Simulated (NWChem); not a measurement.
A series in which one site is exchanged, each optimised at PBE0/def2-SVP with NWChem, gas phase unless a solvent is named. For some, no frequency run checked for a minimum. def2 effective core potentials on Zr; no spin-orbit coupling.

A: [Cl][GeH2][Cl] (GeH₂Cl₂; site = Ge)
B: [Cl][ZrH2][Cl] (ZrH2Cl2; site = Zr)
C: C(Cl)Cl (CH2Cl2; site = C)
D: [Cl][TiH2][Cl] (TiH₂Cl₂; site = Ti)

| quantity | A | B | C | D |
|---|---|---|---|---|
| dipole (D), PBE0/def2-SVP | 1.99 | 0.31 | 1.69 | (withheld) |
| static polarisability, CAM-B3LYP/def2-SVPD (bohr³) | 58.2 | 72.8 | 42.4 | (withheld) |
| lowest singlet excitation, CAM-B3LYP/def2-SVPD, TDA (eV) | 6.83 | 4.17 | 7.03 | (withheld) |

What belongs in the gaps?


- dipole (D), PBE0/def2-SVP, D: 0.20
- static polarisability, CAM-B3LYP/def2-SVPD (bohr³), D: 68.1
- lowest singlet excitation, CAM-B3LYP/def2-SVPD, TDA (eV), D: 3.28
